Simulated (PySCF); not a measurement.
Where the electron goes

Compound: 1,3-dioxane, C4H8O2.
Structure used (PBE0-D3(BJ)/def2-SVP), in Å, numbered top down from 1:
```xyz
14
C4H8O2 angstrom
C      0.1135    1.1514   -0.3580
C      1.2161    0.3270    0.2899
O      1.1765   -0.9986   -0.1824
C     -0.0681   -1.5790    0.0324
O     -1.1008   -0.9101   -0.6145
C     -1.2089    0.4219   -0.1723
H      0.3229    1.2511   -1.4350
H      0.0692    2.1621    0.0782
H      2.2158    0.7227    0.0603
H      1.0949    0.3374    1.3946
H     -0.2778   -1.6177    1.1284
H     -0.0307   -2.5985   -0.3743
H     -2.0213    0.8893   -0.7471
H     -1.5013    0.4409    0.8999
```

Method used: TDDFT CAM-B3LYP/def2-SVPD, vertical, gas phase, core orbitals frozen in the response in PySCF 2.14.0, density-fitted response routines.

Kohn–Sham orbitals with the atoms that hold most of them (Löwdin shares over 4%, at most four atoms; ? is withheld):

```tsv
orbital	ε (eV)	atoms
LUMO+2	2.01	H9 13%, H13 13%, C6 12%, C2 12%
LUMO+1	1.98	H11 14%, H7 13%, O3 10%, O5 10%
LUMO	?	?
HOMO	-9.23	?
HOMO-1	-9.33	O3 29%, O5 28%, C4 10%, H11 8%
HOMO-2	-10.66	O3 23%, O5 23%, C2 13%, C6 13%
HOMO-3	-10.86	O3 19%, O5 19%, C4 14%, C1 13%
```

(1) Give the leading atoms of the HOMO.

(2) Give the leading atoms of the LUMO.

(3) What is the LUMO energy, and the HOMO–LUMO gap?

Results:

(1) O5 (bonded to 2 C) 33%; O3 (bonded to 2 C) 33%; C1 (bonded to 2 C and 2 H) 11%; C6 (bonded to C, O and 2 H) 7%. By element: oxygen 66%, carbon 18% or more.

(2) C1 (bonded to 2 C and 2 H) 13%; C2 (bonded to C, O and 2 H) 12%; C6 (bonded to C, O and 2 H) 12%; H8 (bonded to C) 11%. By element: carbon 37% or more, hydrogen 11% or more.

(3) ε(LUMO) = 1.33 eV; the gap is 10.57 eV (0.3883 hartree).

The HOMO–LUMO gap is 10.57 eV. Where does the response calculation put the lowest singlet, and from which orbitals?

S1 is at 7.66 eV (f = 0.0000), 2.91 eV below the gap, made of HOMO→LUMO (85%). 

Give energy, strength and leading configuration of S1 and S2, and follow the Löwdin shares of the leading atoms from the occupied to the empty orbital.

- S1 (7.66 eV, f 0.0000), HOMO→LUMO (85%): O5 33% → at most 11%, O3 33% → at most 11%, C1 11% → 13%, C2 at most 8% → 12%
- S2 (7.79 eV, f 0.029), HOMO-1→LUMO (76%): O3 29% → at most 11%, O5 28% → at most 11%, C1 at most 9% → 13%, C2 at most 9% → 12%

One conformer stands for the species.
